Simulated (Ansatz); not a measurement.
## Mg (model structure, started from the omega type, P6/mmm, No. 191, 3 atoms in the cell)

Computed with PBEsol (Ansatz, an electronic-structure program, PAW).

Settings: plane-wave cutoff 500 eV, 18×18×24 k mesh (along the axes of the cell as run), Fermi–Dirac smearing 0.1 eV, scalar-relativistic PAW data made under PBE.

Cell (relaxed at this level):

```cif
data_Mg3
_chemical_formula_sum 'Mg3'
_space_group_name_H-M_alt 'P6/mmm'
_space_group_IT_number 191
_space_group_name_Hall '-P 6 2'
_cell_length_a 5.07453
_cell_length_b 5.07453
_cell_length_c 3.07098
_cell_angle_alpha 90.000
_cell_angle_beta 90.000
_cell_angle_gamma 120.000
loop_
_atom_site_label
_atom_site_type_symbol
_atom_site_symmetry_multiplicity
_atom_site_Wyckoff_symbol
_atom_site_fract_x
_atom_site_fract_y
_atom_site_fract_z
_atom_site_occupancy
Mg1 Mg 1 a 0.00000 0.00000 0.00000 1
Mg2 Mg 2 d 0.33333 0.66667 0.50000 1
```

```
Item              Value
--------  -------------
band gap  zero (no gap)
```

Note: the relaxation could raise the start's symmetry but not lower it, so the cell can be a saddle point.

A model structure was made by putting elements into a prototype or built by hand; it is no filed structure, need not be a known phase, and can be a saddle point held by its symmetry.
